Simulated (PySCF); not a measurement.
AlCl, optimised at PBE/def2-SVP:

```xyz
2

Al     0.0036    -0.7970     0.7306
Cl    -0.0036     0.7970    -0.7306
```

Computed with PySCF (xtb for GFN2) and rigid-rotor harmonic-oscillator thermochemistry at 1 bar. 6-31G* has spherical d functions here. All species are closed-shell singlets. B3LYP is the form with VWN-RPA correlation.

Problem. List the harmonic frequencies (cm⁻¹, unscaled) at this level and at the other levels, each on its own geometry.

Solution. 
- PBE/def2-SVP: 476
- B3LYP/6-31G*: 459
- GFN2-xTB: 559
- HF/6-31G*: 474
- PBE0/def2-TZVP: 473
